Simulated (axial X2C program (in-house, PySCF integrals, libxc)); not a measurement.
Worked dissociation energy of NaS: PBE, spin-free

All values were computed with an in-house relativistic program for diatomic molecules. Spin-free means the one-electron spin-free X2C Hamiltonian. Basis: S dyall-av3z [9s8p3d2f], Na dyall-cv3z [9s8p5d2f] (cores contracted in-house); Gaussian nuclei, density fitting, unrestricted open shells. Masses: S 31.972 u, Na 22.990 u.

Molecular state: M_S = 1/2, Λ = 1 (beyond evenly filled blocks: π+α, π+β, π-α).

| Property | Result |
| --- | --- |
| E(S) (2M_S = 2, M_L = 0) | -399.046939 hartree |
| E(Na) (2M_S = 1, M_L = 0) | -162.384313 hartree |
| E(NaS) at Re | -561.523915 hartree |
| ωe | 320.8 cm⁻¹ |
| ωexe | 1.57 cm⁻¹ |

Question: Work out De and D0.

Answer: De = -399.046939 + (-162.384313) − (-561.523915) = 0.09266 hartree = 2.522 eV. The zero-point energy is ωe/2 − ωexe/4 = 160 cm⁻¹ = 0.020 eV, so D0 = 2.502 eV.

One determinant describes the state; a PBE0 search over occupations chose it and may have missed a lower one. Dissociation energies refer to the lowest single-determinant-based atoms at the same level and basis. The functionals have no current-density term, which raises determinants with orbital currents, atoms included.

Each atomic determinant is the lowest at this level and need not be a pure term. Totals compare only within one Hamiltonian and basis.
